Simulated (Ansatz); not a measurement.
# NaO+ (triplet): from Hartree-Fock to the top rungs at distance O1–Na2 = 8.513 Å, cc-pVDZ

Aim: climb from Hartree-Fock through coupled cluster for NaO+ (triplet) at one geometry and basis, and see what each rung misses.

Method: cc-pVDZ, core rule «outside noble gas», up to 6 orbitals frozen; program: Ansatz 0.2.0, Gaussian basis.

The runs, in order: UHF; CCSD(T) on ROHF; CCSD(T) on UHF; BCCD(T) on ROHF; CCSDT(Q) on ROHF; CCSDT(Q) on UHF; Full CI.

79 further runs of the same task are left out: 65 for a known fault of the program, 11 that didn't finish, 3 set aside as unsound or not needed. Runs told in other sessions of the task aren't counted.

## Step 1: The system

The geometry derives from a PBE0/def2-TZVP stationary point (not a proven minimum). One bond is set to the value named and the two fragments are kept rigid.

2 atoms, charge 1, spin multiplicity 3.

Atoms are counted from 1 here; the program's logs count them from 0.

No contacts short enough for the rule that draws bonds.

## Step 2: UHF

in.yaml

```yaml
crystal:
  periodic: [false, false, false]
  atoms:
    - {symbol: O, position_ang: [0.000000, 0.000000, 0.000000]}
    - {symbol: Na, position_ang: [0.000000, 0.000000, 8.513000]}
basis:
  gaussian: {orbitals: cc-pVDZ}
total_charge: 1
magnetization: {spin_polarized: true, initial_magnetization: 2}
hamiltonian: {xc: hf}
output: {orbitals: {seedname: orbitals}}
```

On the command line:

```console
ansatz run in.yaml --threads 1 --pin off --events-out ev --progress --plain --max-ram 2393MiB
```

After this run come: CCSD(T) on ROHF; CCSD(T) on UHF; BCCD(T) on ROHF; CCSDT(Q) on ROHF; CCSDT(Q) on UHF; Full CI.

**Question.** What will the summary of the whole plan be? Wanted: FCI from the RHF energy; RMP2 from FCI; UMP2 from FCI; RCCSD from FCI; RCCSD(T) from FCI; UCCSD(T) from FCI; RCCSDT(Q) from FCI; UCCSDT(Q) from FCI; T1 diagnostic.

The runs gave:

| quantity | value |
| --- | --- |
| FCI from the ROHF energy | -3.3350 eV |
| RMP2 from FCI | +434.3 meV |
| UMP2 from FCI | +433.6 meV |
| RCCSD from FCI | +25.8 meV |
| RCCSD(T) from FCI | +4.7 meV |
| UCCSD(T) from FCI | +3.1 meV |
| RCCSDT(Q) from FCI | -0.4 meV |
| UCCSDT(Q) from FCI | -1.8 meV |
| levels within 1 kcal/mol (43 meV) | RCCSD, UCCSD, RCCSD(T), UCCSD(T), BCCD(T), RCCSDT, UCCSDT, RCCSDT(Q), UCCSDT(Q) |
| T1 diagnostic | 0.011 |
| effectively unpaired electrons | 2.01 |

What this shows: RCCSD(T) lands +4.7 meV from the yardstick (0.1 % of the correlation energy). One determinant dominates. These misses are within one basis, not against nature; the frozen cores of restricted and unrestricted runs differ, which can shift their rows.

Levels on UHF freeze UHF's core orbitals, full CI those of ROHF, so the U rows can settle a little off it for that reason alone.
